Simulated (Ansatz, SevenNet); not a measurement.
Lattice constant a of rock-salt ZrC: levels of theory against measurement

Reference value: 4.696 Å (measured, temperature not stated, not corrected to a static lattice; as tabulated in Zhang et al. (2018), doi:10.1088/1367-2630/aac7f0).

```tsv
level (code)	value (Å)	difference (%)
SevenNet-0 (SevenNet)	4.723	+0.57
LDA (Ansatz)	4.642	-1.15
PBE (Ansatz)	4.709	+0.28
PBE-D3(BJ) (Ansatz)	4.673	-0.49
PBE-D4 (Ansatz)	4.685	-0.23
rVV10 (Ansatz)	4.738	+0.89
r²SCAN (Ansatz)	4.711	+0.32
HSE06 (Ansatz)	4.691	-0.11
PBE0 (Ansatz)	4.692	-0.09
```

The reference's temperature isn't stated, so close values are not ranked against it.

The reference has no zero-point or thermal correction, while the calculations are for a static lattice, so the differences are not the levels' errors alone. A static lattice is as a rule a little smaller than the measured one.  Cutoffs and k meshes differ between the levels. Ansatz's density-functional and Hartree–Fock values are scalar-relativistic unless marked +SOC, with PAW data made under PBE.

Machine-learned potentials (SevenNet-0) are trained on DFT data, which may include these solids.

Differences are worked out from the printed values.

Ansatz is a quantum-chemistry and plane-wave program.
